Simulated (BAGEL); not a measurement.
# Si2H5F (SMILES F[SiH2][SiH3]): HF/6-31G(d) (density fitting with qzvpp-jkfit, spherical functions)

What is the energy change on altering one bond length of Si2H5F at HF/6-31G* (density fitting with qzvpp-jkfit, spherical functions)? 

The results are computed with BAGEL 1.2.2.

1 further run of the same task is left out (it didn't finish).

### Step 1. The structure to begin with

Si2H5F: 8 atoms, total charge 0, spin state singlet. SMILES: `F[SiH2][SiH3]`. Geometry: relaxed at PBE0-D4/def2-TZVP.

Bond lengths: F1–Si2 1.607 Å, Si2–Si3 2.343 Å, Si2–H4 1.486 Å, Si2–H5 1.486 Å, Si3–H6 1.487 Å, Si3–H7 1.489 Å, Si3–H8 1.487 Å. Some angles: F1–Si2–Si3 109.8°, F1–Si2–H4 107.7°, F1–Si2–H5 107.7°, Si3–Si2–H4 111.3°, Si3–Si2–H5 111.3°, Si2–Si3–H6 110.7°, Si2–Si3–H7 108.2°, Si2–Si3–H8 110.7°, H4–Si2–H5 108.9°, H6–Si3–H7 109.0°.

### Step 2. The energy at HF/6-31G(d) (density fitting with qzvpp-jkfit, spherical functions)

hf.json reads:

```json
{ "bagel" : [

{
  "title" : "molecule",
  "basis" : "6-31gs.json",
  "df_basis" : "qzvpp-jkfit",
  "angstrom" : true,
  "geometry" : [
    { "atom" : "F", "xyz" : [   -2.015200,    0.986100,   -0.226800 ] },
    { "atom" : "Si", "xyz" : [   -0.575400,    0.581100,   -0.813600 ] },
    { "atom" : "Si", "xyz" : [    0.633500,   -0.611200,    0.800400 ] },
    { "atom" : "H", "xyz" : [   -0.798700,   -0.237500,   -2.033900 ] },
    { "atom" : "H", "xyz" : [    0.125700,    1.834700,   -1.195700 ] },
    { "atom" : "H", "xyz" : [    0.849500,    0.218200,    2.015100 ] },
    { "atom" : "H", "xyz" : [    1.955700,   -0.971100,    0.218900 ] },
    { "atom" : "H", "xyz" : [   -0.082900,   -1.857400,    1.179800 ] }
  ]
},
{
  "title" : "hf"
},
{
  "title" : "print",
  "file" : "orbitals.molden",
  "orbitals" : true
}

]}
```

The basis set 6-31G* is read from a file made from the Basis Set Exchange's data (not shown).

The run is started by

```
$ BAGEL_NUM_THREADS=1 BAGEL hf.json > hf.out
```

Standard output:

```text
* using 1 threads per process

  ===============================================================
  ===============================================================

  *** Geometry ***

  { "atom" : "F", "xyz" : [     -3.808176,      1.863459,     -0.428590 ] },
  { "atom" : "Si", "xyz" : [     -1.087348,      1.098120,     -1.537481 ] },
  { "atom" : "Si", "xyz" : [      1.197142,     -1.155001,      1.512537 ] },
  { "atom" : "H", "xyz" : [     -1.509324,     -0.448810,     -3.843514 ] },
  { "atom" : "H", "xyz" : [      0.237539,      3.467081,     -2.259546 ] },
  { "atom" : "H", "xyz" : [      1.605322,      0.412338,      3.807987 ] },
  { "atom" : "H", "xyz" : [      3.695737,     -1.835113,      0.413661 ] },
  { "atom" : "H", "xyz" : [     -0.156658,     -3.509977,      2.229499 ] },

  Number of auxiliary basis functions:      423

  Since a DF basis is specified, we compute 2- and 3-index integrals:
    o Being stored without compression. Storage requirement is 0.012 GB

  Number of basis functions:       60
  Number of electrons      :       42

    * METHOD: MOLECULE                             0.17

  *** RHF ***

  === Nuclear Repulsion ===
   151.9234568698

      * DIIS with orbital gradients will be used.

  === RHF iteration (6-31gs.json) ===
      0       -680.08313218          0.02045173           0.04
      1       -680.17730235          0.01273796           0.04
      2       -680.22080249          0.00158836           0.04
      3       -680.22204108          0.00018282           0.04
      4       -680.22206188          0.00004254           0.04
      5       -680.22206326          0.00000731           0.04
      6       -680.22206331          0.00000178           0.04
      7       -680.22206331          0.00000045           0.04
      8       -680.22206331          0.00000013           0.04
      9       -680.22206331          0.00000004           0.04
     10       -680.22206331          0.00000001           0.04
    * SCF iteration converged.

    * Permanent dipole moment:
           (   -0.519664,     0.168043,     0.157410) a.u.

    * METHOD: HF                                   0.53

    * METHOD: PRINT                                0.01

  ===============================================================
```

Wall time 0.87 s (1 thread of Arm Neoverse V1, shared host).

### Step 3. The distorted shape, same level

input.json reads:

```json
{ "bagel": [

{
  "title": "molecule",
  "basis": "6-31gs.json",
  "df_basis": "qzvpp-jkfit",
  "angstrom": "true",
  "geometry": [
    { "atom": "F", "xyz": [   -2.447168,    1.107608,   -0.050749 ] },
    { "atom": "Si", "xyz": [   -0.575400,    0.581100,   -0.813600 ] },
    { "atom": "Si", "xyz": [    0.633500,   -0.611200,    0.800400 ] },
    { "atom": "H", "xyz": [   -0.798700,   -0.237500,   -2.033900 ] },
    { "atom": "H", "xyz": [    0.125700,    1.834700,   -1.195700 ] },
    { "atom": "H", "xyz": [    0.849500,    0.218200,    2.015100 ] },
    { "atom": "H", "xyz": [    1.955700,   -0.971100,    0.218900 ] },
    { "atom": "H", "xyz": [   -0.082900,   -1.857400,    1.179800 ] }
  ]
},
{
  "title": "hf"
},
{
  "title": "print",
  "file": "orbitals.molden",
  "orbitals": "true"
}

]}
```

The basis set 6-31G* is read from a file made from the Basis Set Exchange's data (not shown).

The run is started by

```
$ BAGEL_NUM_THREADS=1 BAGEL input.json > input.out
```

Standard output:

```text
* using 1 threads per process

  ===============================================================
  ===============================================================

  *** Geometry ***

  { "atom" : "F", "xyz" : [     -4.624477,      2.093076,     -0.095902 ] },
  { "atom" : "Si", "xyz" : [     -1.087348,      1.098120,     -1.537481 ] },
  { "atom" : "Si", "xyz" : [      1.197142,     -1.155001,      1.512537 ] },
  { "atom" : "H", "xyz" : [     -1.509324,     -0.448810,     -3.843514 ] },
  { "atom" : "H", "xyz" : [      0.237539,      3.467081,     -2.259546 ] },
  { "atom" : "H", "xyz" : [      1.605322,      0.412338,      3.807987 ] },
  { "atom" : "H", "xyz" : [      3.695737,     -1.835113,      0.413661 ] },
  { "atom" : "H", "xyz" : [     -0.156658,     -3.509977,      2.229499 ] },

  Number of auxiliary basis functions:      423

  Since a DF basis is specified, we compute 2- and 3-index integrals:
    o Being stored without compression. Storage requirement is 0.012 GB

  Number of basis functions:       60
  Number of electrons      :       42

    * METHOD: MOLECULE                             0.16

  *** RHF ***

  === Nuclear Repulsion ===
   139.4550742697

      * DIIS with orbital gradients will be used.

  === RHF iteration (6-31gs.json) ===
      0       -679.93855605          0.02324850           0.03
      1       -680.03741822          0.01874007           0.03
      2       -680.14500977          0.00203195           0.03
      3       -680.14712484          0.00032444           0.03
      4       -680.14719513          0.00009572           0.03
      5       -680.14720482          0.00002809           0.03
      6       -680.14720572          0.00000612           0.03
      7       -680.14720576          0.00000179           0.03
      8       -680.14720576          0.00000056           0.03
      9       -680.14720576          0.00000017           0.03
     10       -680.14720576          0.00000006           0.03
     11       -680.14720576          0.00000002           0.03
     12       -680.14720576          0.00000001           0.03
    * SCF iteration converged.

    * Permanent dipole moment:
           (   -1.467470,     0.492577,     0.400603) a.u.

    * METHOD: HF                                   0.50

    * METHOD: PRINT                                0.01

  ===============================================================
```

Run time: 0.82 s. Hardware: 1 thread of Arm Neoverse V1, shared host.

### Step 4. Outcome

At HF/6-31G* (density fitting with qzvpp-jkfit, spherical functions):

| quantity | value |
| --- | --- |
| first shape: total energy | -680.22206 Eh |
| first shape: dipole moment | 1.44 D |
| first shape: HOMO energy | -11.18 eV |
| first shape: LUMO energy | 2.95 eV |
| first shape: HOMO–LUMO gap | 14.13 eV |
| distorted shape: total energy | -680.14721 Eh |
| distorted shape: dipole moment | 4.06 D |
| distorted shape: HOMO energy | -11.87 eV |
| distorted shape: LUMO energy | 1.82 eV |
| distorted shape: HOMO–LUMO gap | 13.69 eV |
| energy change with the F1–Si2 bond stretched from 1.607 to 2.089 Å | 2.037 eV |

**Reading.** With the F1–Si2 bond stretched from 1.607 to 2.089 Å the energy rises by 2.04 eV (47 kcal/mol). The first shape isn't relaxed at this level, so the change isn't measured from a minimum.
